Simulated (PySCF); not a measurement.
Coordinates in bohr (charge 0 multiplicity 2):
```
P    -0.0309   -0.1105    0.0000
H     0.4744    1.6981    1.9276
H     0.4744    1.6981   -1.9276
```

Method: UPBE0/[P def2-TZVP, H def2-TZVP], no relativity, density fitting, PySCF.

This geometry of PH2 is a stationary point at this level.

**Question.** What is the point group?

**Answer.** C2v.

**Question.** Is it a minimum?

**Answer.** Yes: all harmonic wavenumbers are real.

**Question.** List the harmonic modes with their infrared intensities.

**Answer.** 
```csv
symmetry,ω (cm⁻¹),IR (km/mol)
a1,1119,15.3
a1,2391,47.5
b2,2402,63.9
```

**Question.** Give the atomic charges and bond orders.

**Answer.** 
| atom | Mulliken | Löwdin | polar tensor | spin (Mulliken) | Mayer order to P1 |
| --- | --- | --- | --- | --- | --- |
| P1 | -0.17 | 0.02 | 0.13 | 1.06 | – |
| H2,3 | 0.08 | -0.01 | -0.07 | -0.03 | 0.97 |

In C2v the vibrations span 2a1 + b2. Here b1 is antisymmetric to the molecular plane and b2 lies in it.

This need not be the most stable arrangement of these atoms.
